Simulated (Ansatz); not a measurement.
# C₂H₃NO₂: up Jacob's ladder to CCSD(T)

Aim: compute C₂H₃NO₂ with functionals from several rungs and with coupled cluster, and see how far each lands from CCSD(T) at the basis-set limit for the atomisation energy.

The runs use Ansatz 0.2.0, Gaussian basis; functionals in def2-TZVPP, the program's frozen cores in correlated methods.

Plan: LDA (SPW92), PBE-D4, revPBE-D4, BLYP-D4, r2SCAN-D4, B97M-V, PBE0-D4, B3LYP-D4, r2SCANh-D4, r2SCAN0-D4, HSE06-D4, BHLYP-D4, CAM-B3LYP-D4, LC-ωPBE, ωB97X-V, ωB97M-V, B2PLYP, PBE-QIDH; CCSD(T)/def2-SVP; CCSD(T)/def2-TZVPP; MP2/def2-QZVPP; extrapolation to the limit; RPA on PBE.

## 1. Structure used throughout

An earlier PBE0-D4 in a triple-zeta def2 set relaxation fixed the geometry.

SMILES `NC(=O)C=O`, 8 atoms, charge 0, spin multiplicity 1.

Atoms are counted from 1 here; the program's logs count them from 0.

Bond lengths: N1–C2 1.341 Å, N1–H6 1.006 Å, N1–H7 1.004 Å, C2–O3 1.211 Å, C2–C4 1.528 Å, C4–O5 1.198 Å, C4–H8 1.106 Å. Angles: C2–N1–H6 119.1°, C2–N1–H7 120.2°, H6–N1–H7 120.8°, N1–C2–O3 126.9°, N1–C2–C4 113.3°, O3–C2–C4 119.8°, C2–C4–O5 123.2°, C2–C4–H8 113.1°, O5–C4–H8 123.6°.

## 2. LDA

This LDA is Slater exchange with PW92 correlation.

Input file in.yaml:

```yaml
crystal:
  periodic: [false, false, false]
  atoms:
    - {symbol: N, position_ang: [-0.788282, -0.804724, 0.426652]}
    - {symbol: C, position_ang: [0.279377, -0.442166, -0.299924]}
    - {symbol: O, position_ang: [0.977930, -1.163938, -0.977229]}
    - {symbol: C, position_ang: [0.587091, 1.051799, -0.216799]}
    - {symbol: O, position_ang: [-0.062513, 1.820960, 0.433138]}
    - {symbol: H, position_ang: [-1.285694, -0.102662, 0.948449]}
    - {symbol: H, position_ang: [-1.083482, -1.764654, 0.446160]}
    - {symbol: H, position_ang: [1.467773, 1.348185, -0.816246]}
basis:
  gaussian: {orbitals: def2-TZVPP}
hamiltonian: {xc: lda}
output: {orbitals: {seedname: orbitals}}
```

Launch:

```
$ ansatz run in.yaml --threads 2 --pin off --events-out ev --progress --plain --max-ram 4352MiB
```

Further steps of the session: PBE-D4 (GGA); revPBE-D4 (GGA); BLYP-D4 (GGA); r2SCAN-D4 (meta-GGA); B97M-V (meta-GGA); B3LYP-D4 (hybrid); r2SCANh-D4 (hybrid); r2SCAN0-D4 (hybrid); HSE06-D4 (hybrid); BHLYP-D4 (hybrid); CAM-B3LYP-D4 (range-separated); LC-ωPBE (range-separated); ωB97X-V (range-separated); ωB97M-V (range-separated); B2PLYP (double hybrid); PBE-QIDH (double hybrid); CCSD(T) in def2-SVP; CCSD(T) in def2-TZVPP; MP2 in def2-QZVPP; RPA on PBE orbitals.

Before running them: what should the planned runs give, taken together? Wanted: atomisation energy, CCSD(T)/CBS; farthest beyond LDA; mean size of error, GGA; mean size of error, meta-GGA; mean size of error, hybrid; mean size of error, range-separated; mean size of error, double hybrid; gap, smallest and largest; T1 diagnostic.

The runs gave:

```
                               quantity                                      value
        atomisation energy, CCSD(T)/CBS                                  35.865 eV
    functionals within 0.179 eV (0.5 %)                             B97M-V, B2PLYP
                    farthest beyond LDA                         PBE-D4 (+1.951 eV)
                mean size of error, GGA                                   1.146 eV
           mean size of error, meta-GGA                                   0.200 eV
             mean size of error, hybrid                                   0.675 eV
    mean size of error, range-separated                                   0.290 eV
      mean size of error, double hybrid                                   0.204 eV
              gap, smallest and largest  2.46 eV (LDA (SPW92)), 10.50 eV (LC-ωPBE)
                          T1 diagnostic                                     0.0162
triples share of the correlation energy                                      4.3 %
```

**Reading.** The LDA atomisation energy is off by 7.132 eV (20 %): it overbinds. PBE-D4 is off by +1.951 eV. Double hybrids carry the basis error of their MP2 part in triple zeta, and no dispersion term here, so their miss is partly the set-up's. Taken by rung, meta-GGA functionals do best (0.200 eV on average) and GGA ones worst beyond LDA (1.146 eV). The gap between the best rungs is small, so their order is not settled. The reference freezes the cores and leaves out relativity and excitations past (T), so misses under about 0.179 eV can't be ranked. Hartree-Fock recovers 65 % of the binding; the rest is correlation. CCSD(T) in def2-SVP is off by -1.945 eV, worse than the median functional, from the basis alone. The gap grows from 2.5 to 10.5 eV across the functionals, mostly with the share of exact exchange.
